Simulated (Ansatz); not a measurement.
**One element changed: vertical spin gaps of GaSiH3 (H-bridged), GaGeH₃ (H-bridged)**

Ansatz 0.2.0, basis cc-pVDZ; geometries are PBE0/def2-TZVP minima. Wave-function levels freeze the cores with the filled d shells of p-block atoms; HF, MP2 and coupled cluster are restricted for singlets and unrestricted otherwise, restricted open-shell where a d shell is frozen. The reference is CCSDT(Q) (coupled cluster only where its series has nearly closed). An error is the level's value less the reference. None of these values is a measured one. Energies are electronic, without zero-point terms. No spin–orbit coupling and no scalar relativity. The set is small: such energies can lie up to about 0.3 eV from the limit, spin gaps mostly less, so near ties and functionals' places can change in larger sets. The species are chosen: bound, without strong static correlation by their natural occupations or amplitudes, in their lowest spin state as far as vertical gaps and like structures tell, and with a ladder that closes on the reference, so errors are smaller than for species at large; levels whose determinant breaks symmetry or spin markedly are left out.

| species | bonds (Å) | quantity | symmetry of the states | reference | value (eV) | error HF | error MP2 | error CCSD | error CCSD(T) | error CCSDT |
| --- | --- | --- | --- | --- | --- | --- | --- | --- | --- | --- |
| GaSiH3 (H-bridged), singlet | Si–Ga 2.262, Si–H 1.596, Ga–H 1.580, angles at Ga 159°, angles at Si 61/82° | triplet less singlet, vertical | A' / A' | CCSDT(Q) | 3.324 | -0.385 | 0.018 | -0.032 | 0.002 | -0.005 |
| GaGeH3 (H-bridged), singlet | Ga–Ge 2.318, Ge–H 1.690, Ga–H 1.578, angles at Ga 157°, angles at Ge 57/78° | triplet less singlet, vertical | A' / A' | CCSDT(Q) | 3.098 | -0.467 | -0.006 | -0.046 | -0.002 | -0.006 |

The reference falls from Si to Ge, by 0.226 eV in all.
